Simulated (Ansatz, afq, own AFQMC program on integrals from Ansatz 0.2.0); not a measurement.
# HCl + S, triplet in cc-pVTZ along one coordinate

```tsv
atom	x (Å)	y (Å)	z (Å)
Cl	0.0000	0.0000	-1.5663
H	0.0000	0.0000	-0.2875
S	0.0000	0.0000	1.8537
```

A hydrogen atom is moved from one rigid fragment to the other; the Cl1–H2 distance tells how far. The two fragments are held close together, so this isn't a minimum-energy path and the start is a compressed complex. Energies in kcal/mol count from this geometry (1.279 Å) at the same level; the start stands on UHF, each point on the determinant named.

Basis cc-pVTZ. Only valence electrons are correlated. Integrals, coupled cluster, full CI and functionals: Ansatz 0.2.0; the random walks run on the same integrals in our own AFQMC program. The CISD trial takes its coefficients from CCSD amplitudes. Released means that phaseless walkers are propagated on without the constraint, phases kept. ± is one standard error of the sampling.

Cautions, each for one point or more: lower spins were not checked; the ph-AFQMC/CISD walk drifts between its halves; unrestricted determinant slightly spin contaminated.

```tsv
r(Cl1–H2) / Å	det.	T1	weight	⟨S²⟩	CCSD(T)	ph-AFQMC/CISD	released AFQMC	CCSDT(Q)	CCSD	MP2
1.496	UHF	0.010	0.86	2.02	9.6	9.7 ± 0.2	–	9.5	10.3	9.6
1.605	UHF	0.012	0.85	2.02	17.8	17.9 ± 0.1	–	17.5	18.8	17.7
1.714	UHF	0.017	0.85	2.02	25.7	26.1 ± 0.2	–	25.2	27.1	25.7
1.823	UHF†	0.020	0.84	2.09	28.0	28.1 ± 0.2	27.6 ± 0.3	27.5	29.0	33.3
2.040	UHF†	0.013	0.86	2.03	22.0	22.4 ± 0.2	22.2 ± 0.3	21.9	21.9	25.3
```

Weight is that of the determinant in the CISD state; at the start T1 is 0.008 and the weight 0.86, and ⟨S²⟩ is 2.01. A dagger marks points whose determinant fills other symmetries than the start's, so the wave-function levels may follow another state there, or a degenerate partner. A dash marks a missing value, a released energy that hasn't settled or a functional that sits on another state. Largest departures from CCSDT(Q), at the points where its series has closed: CCSD(T) 0.5 kcal/mol at 1.714 (on UHF), ph-AFQMC/CISD 0.9 kcal/mol at 1.714 (on UHF), released AFQMC 0.4 kcal/mol at 2.040 (on UHF) (within the noise), CCSD 1.9 kcal/mol at 1.714 (on UHF), MP2 5.8 kcal/mol at 1.823 (on UHF).

Some points may be missing: those where a free walk finds a much lower state, and past Zn most of those on another determinant than at the start.

A walk keeps the symmetry of its determinant, which the program's search chose and which needn't be the lowest solution, so a lower state of the same spin and another symmetry isn't excluded. Released energies are given only where the last usable release times agree within the noise; a slower fall can still hide under it.
